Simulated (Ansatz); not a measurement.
## Ansatz (development build ahead of 0.2.0) run

```yaml
crystal:
  periodic: [false, false, false]
  atoms:
    - { symbol: P, position_ang: [0.0, 0.0, 0.0] }
    - { symbol: O, position_ang: [3.1408, 0.0, 1.1432] }
    - { symbol: O, position_ang: [-1.5704, 2.72, 1.1432] }
    - { symbol: O, position_ang: [-1.5704, -2.72, 1.1432] }
basis:
  gaussian: { orbitals: pcseg-2 }
magnetization:
  spin_polarized: true
  initial_magnetization: 3
hamiltonian:
  xc: r2scan
```

The input is written out in the form of the current development build from the run's settings.

The run gave:

| Item | Value |
| --- | --- |
| Converged | yes |
| Total energy | -566.42970 hartree |
| Spin squared of the determinant | 6.489 |
| Stability test | minimum |

Caution: charge can spread falsely over distant fragments; the unrestricted determinant is a mixture of spin states; other spin multiplicities may lie lower.
